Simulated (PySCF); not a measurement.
C2H5NO.
SMILES: `CC(N)=O`

Theory: TDDFT PBE0/def2-SVPD, vertical, gas phase, core orbitals frozen in the response (PySCF). Isolated species at its GFN2-xTB geometry, gas phase. Torsions of this conformer, `[CH3:1][C:2]([NH2:3])=[O:4]`: H–N3–C2–C1 -179°, H–N3–C2–C1 -1°.

Task: Predict the UV-vis stick spectrum at this level.

Result: 

```csv
state,E (eV),E (hartree),f,"main configurations (H = HOMO, L = LUMO)"
S1,5.74,0.2111,0.0004,H→L+1 (98%)
S2,6.77,0.2488,0.028,H→L (97%)
S3,7.11,0.2613,0.0091,H-1→L (97%)
S4,7.55,0.2775,0.117,"H-1→L+1 (70%), H→L+2 (26%)"
S5,8.14,0.2991,0.101,"H→L+2 (68%), H-1→L+1 (22%)"
S6,8.31,0.3053,0.0050,H-1→L+2 (90%)
S7,8.35,0.3068,0.026,H→L+3 (95%)
S8,8.67,0.3185,0.0027,H-1→L+3 (88%)
```

Triplets, Tamm–Dancoff:

```csv
state,E (eV),λ (nm),"main configurations (H = HOMO, L = LUMO)"
T1,5.22,237.5,H→L+1 (97%)
T2,5.68,218.2,H-1→L+1 (93%)
T3,6.67,185.8,H→L (98%)
```

The lowest singlet comes at 216 nm (554 kJ/mol) in the ultraviolet; it is dark (f under 0.0005); its leading configuration is HOMO→LUMO+1 (98%). The strongest level in the table is S4 at 7.55 eV (164 nm, f = 0.117). S1 has the pattern of n→π* at C=O. The oscillator strengths of these states sum to 0.289; summed over the whole spectrum of an exact calculation they would give the number of electrons, 32 (Thomas–Reiche–Kuhn). Of the 8 states listed, 4 reach f = 0.01 and 1 stays under 0.0005. The listed states span 2.92 eV, and the widest gap between neighbours is 1.03 eV (S1 to S2). The window holds the lowest 8 singlets.

Hardware: Arm Neoverse V2, one thread, on a shared host. Cost: 6.6 s.
